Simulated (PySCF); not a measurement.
Cartesian coordinates in Å; atom numbers follow the order of the lines, from 1:
```xyz
8

F     1.8465    0.1343    1.2060
Si    1.1092   -0.0685   -0.2188
Si   -1.1641    0.0584    0.1228
H     1.6352   -1.3581   -0.6603
H     1.7102    0.9857   -1.0324
H    -1.5910    1.3525    0.6643
H    -1.6642   -0.9694    1.0415
H    -1.8728   -0.1255   -1.1477
```

Theory: shieldings: GIAO PBE0/pcSseg-1, geometry from GFN2-xTB, in PySCF (no solvent, relativity neglected, averaged over atoms made equivalent by symmetry, fast rotation or ring inversion, a single conformation).

References, each an isolated molecule treated in the same way: 1H (31.72 ppm) and 29Si (349.16 ppm) vs TMS; CFCl3 for 19F (170.95 ppm).

| atoms | nucleus | count | Hirshfeld charge | δ (ppm) |
| --- | --- | --- | --- | --- |
| Si3 | 29Si | 1 | 0.22 | -120.7 |
| F1 | 19F | 1 | -0.22 | -262.8 |
| H4/H5 | 1H | 2 | -0.07 | ? |
| H6/H7/H8 | 1H | 3 | -0.07 | ? |
| Si2 | 29Si | 1 | 0.35 | 11.2 |

Complete the table.

Answers


- H4/H5: 5.74 ppm, hydrogen on a silicon bonded to F, Si
- H6/H7/H8: 3.47 ppm, hydrogen on a silicon bonded to Si

Unscaled 19F shifts against computed CFCl3 carry errors that often reach 10 to 50 ppm.
